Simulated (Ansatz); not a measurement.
# Si2H3 (doublet): the correlation ladder at twist about Si1–Si2 = 0.0°, cc-pVDZ

An exercise on one series of results from a longer session: the logs are not shown, and one member is left open.

The runs use Ansatz 0.2.0, Gaussian basis; cc-pVDZ, core rule «outside noble gas», up to 10 orbitals frozen.

The runs, in order: UHF; CCSD(T) on ROHF; CCSD(T) on UHF; BCCD(T) on ROHF; CISD; CCSDT(Q) on ROHF; CCSDT(Q) on UHF; CASSCF and MRCISD+Q, 3 electrons in 3 orbitals; CASSCF and NEVPT2, 3 electrons in 3 orbitals.

16 further runs of the same task are left out: 10 that didn't finish, 6 set aside as unsound or not needed.

**What is computed**

The geometry derives from a PBE0/def2-TZVP stationary point (not a proven minimum). One half is turned about the bond named; the halves are rigid.

5 atoms, charge 0, spin multiplicity 2.

Atoms are counted from 1 here; the program's logs count them from 0.

Bond lengths: Si1–Si2 2.282 Å, Si1–H3 1.492 Å, Si1–H4 1.491 Å, Si2–H5 1.528 Å. Angles: Si2–Si1–H3 129.4°, Si2–Si1–H4 123.7°, H3–Si1–H4 106.9°, Si1–Si2–H5 86.8°.

Set-up of the first run:

The input, in.yaml:

```yaml
crystal:
  periodic: [false, false, false]
  atoms:
    - {symbol: Si, position_ang: [0.000000, 0.023519, 1.089742]}
    - {symbol: Si, position_ang: [0.000000, -0.076896, -1.189690]}
    - {symbol: H, position_ang: [0.000000, 1.216633, 1.985750]}
    - {symbol: H, position_ang: [0.000000, -1.180037, 1.969732]}
    - {symbol: H, position_ang: [0.000000, 1.450716, -1.170505]}
basis:
  gaussian: {orbitals: cc-pVDZ}
magnetization: {spin_polarized: true, initial_magnetization: 1}
hamiltonian: {xc: hf}
output: {orbitals: {seedname: orbitals}}
```

Launch:

```sh
$ ansatz run in.yaml --threads 1 --pin off --events-out ev --progress --plain --max-ram 2393MiB
```

Steps of the session up to this table: UHF; CCSD(T) on ROHF; CCSD(T) on UHF; BCCD(T) on ROHF; CISD; CCSDT(Q) on ROHF; CCSDT(Q) on UHF; CASSCF and MRCISD+Q, 3 electrons in 3 orbitals; CASSCF and NEVPT2, 3 electrons in 3 orbitals.

One of the session's tables, all rows but one given; the rest of the session is left out.

| method | from UCCSDT(Q) (meV) |
| --- | --- |
| ROHF | +6146.1 |
| UHF | +6070.7 |
| RMP2 | ? |
| UMP2 | +1399.4 |
| CISD | +767.0 |
| RCCSD | +239.3 |
| UCCSD | +236.6 |
| RCCSD(T) | +50.9 |
| UCCSD(T) | +51.3 |
| BCCD(T) | +49.9 |
| RCCSDT | +11.0 |
| UCCSDT | +10.8 |
| RCCSDT(Q) | +0.4 |
| UCCSDT(Q) | 0 |
| CASSCF pair | +5720.4 |
| NEVPT2 pair | +1382.0 |
| MRCISD pair | +690.3 |
| MRCISD+Q pair | +97.0 |

**Question.** Estimate the row for RMP2.

**Answer.** from UCCSDT(Q) (meV): +1383.7. In the column «from UCCSDT(Q) (meV)» it lies between NEVPT2 pair (+1382.0) and UMP2 (+1399.4).

Limits of these values: Restricted and unrestricted rows rest on different reference determinants; where their highest levels disagree by more than a few hundredths of an eV, they describe different states and don't form one ladder.
